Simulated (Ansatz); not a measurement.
## How far each method lies from UCCSDTQ for HOS⁺, triplet

Geometry: that of the HOS, doublet, kept fixed.

```yaml
atoms:
  - { symbol: O, position_ang: [0.0000, -0.1031, 1.0504] }
  - { symbol: S, position_ang: [0.0000, 0.0268, -0.5692] }
  - { symbol: H, position_ang: [0.0000, 0.7833, 1.4331] }
```

Basis cc-pVDZ; Ansatz 0.2.0. Correlated methods freeze the noble-gas cores, which leaves 12 electrons in 31 orbitals. R marks a restricted (for open shells ROHF) determinant, U an unrestricted one. Active spaces: valence = (12e, 9o) chosen from the atoms' valence shells.

Full CI isn't at hand for all of this; UCCSDTQ serves as the reference, and is uncertain by about the last step of the cluster series. The frozen core follows each run's orbitals, which can shift R against U totals by a few meV.

For open shells CISD is restricted-active-space CI with the open shells as a complete middle space.

- UHF ⟨S²⟩: 2.021
- T1 diagnostic (RCCSD): 0.0343
- largest doubles amplitude (RCCSD): 0.054
- T1 diagnostic (UCCSD): 0.0302

```json
{"level": "RHF", "E − E(UCCSDTQ) (kJ/mol)": "848.1", "share of correlation (%)": "0.00", "wall time": "–"}
{"level": "UHF", "E − E(UCCSDTQ) (kJ/mol)": "828.7", "share of correlation (%)": "2.28", "wall time": "–"}
{"level": "RMP2", "E − E(UCCSDTQ) (kJ/mol)": "80.1", "share of correlation (%)": "90.56", "wall time": "–"}
{"level": "UMP2", "E − E(UCCSDTQ) (kJ/mol)": "83.2", "share of correlation (%)": "90.19", "wall time": "–"}
{"level": "CISD", "E − E(UCCSDTQ) (kJ/mol)": "89.0", "share of correlation (%)": "89.50", "wall time": "1.8 s"}
{"level": "RCCSD", "E − E(UCCSDTQ) (kJ/mol)": "28.7", "share of correlation (%)": "96.62", "wall time": "–"}
{"level": "UCCSD", "E − E(UCCSDTQ) (kJ/mol)": "28.3", "share of correlation (%)": "96.66", "wall time": "–"}
{"level": "RCCSD(T)", "E − E(UCCSDTQ) (kJ/mol)": "4.6", "share of correlation (%)": "99.46", "wall time": "2.3 s"}
{"level": "UCCSD(T)", "E − E(UCCSDTQ) (kJ/mol)": "4.7", "share of correlation (%)": "99.45", "wall time": "1.3 s"}
{"level": "BCCD(T)", "E − E(UCCSDTQ) (kJ/mol)": "4.6", "share of correlation (%)": "99.46", "wall time": "1.7 s"}
{"level": "RCCSDT", "E − E(UCCSDTQ) (kJ/mol)": "2.5", "share of correlation (%)": "99.71", "wall time": "–"}
{"level": "UCCSDT", "E − E(UCCSDTQ) (kJ/mol)": "2.4", "share of correlation (%)": "99.71", "wall time": "–"}
{"level": "RCCSDT(Q)", "E − E(UCCSDTQ) (kJ/mol)": "0.0", "share of correlation (%)": "100.00", "wall time": "16 s"}
{"level": "UCCSDT(Q)", "E − E(UCCSDTQ) (kJ/mol)": "-0.5", "share of correlation (%)": "100.06", "wall time": "13 s"}
{"level": "RCCSDTQ", "E − E(UCCSDTQ) (kJ/mol)": "0.0", "share of correlation (%)": "100.00", "wall time": "95 s (H100)"}
{"level": "CASSCF (valence space)", "E − E(UCCSDTQ) (kJ/mol)": "637.4", "share of correlation (%)": "24.85", "wall time": "–"}
{"level": "NEVPT2 (valence space)", "E − E(UCCSDTQ) (kJ/mol)": "112.3", "share of correlation (%)": "86.76", "wall time": "1.9 s"}
{"level": "MRCISD (valence space)", "E − E(UCCSDTQ) (kJ/mol)": "47.0", "share of correlation (%)": "94.46", "wall time": "–"}
{"level": "MRCISD+Q (valence space)", "E − E(UCCSDTQ) (kJ/mol)": "3.2", "share of correlation (%)": "99.63", "wall time": "3.5 s"}
```

The correlation energy at UCCSDTQ, counted from RHF, is -8.790 eV. That run took 82 s on 2 threads of AMD EPYC 7R13 with a shared H100 80 GB, shared host.

Times hold each run's SCF and search for its determinant on a shared host, so for small cases they say little of a method's own cost; rows without a card ran on 1 thread of AMD EPYC 7R13.

Natural occupations of CASSCF (valence space) about the gap: 1.979 1.976 1.954 1.020 1.007 0.050 0.021; effectively unpaired electrons, Σ n²(2−n)², 2.02.
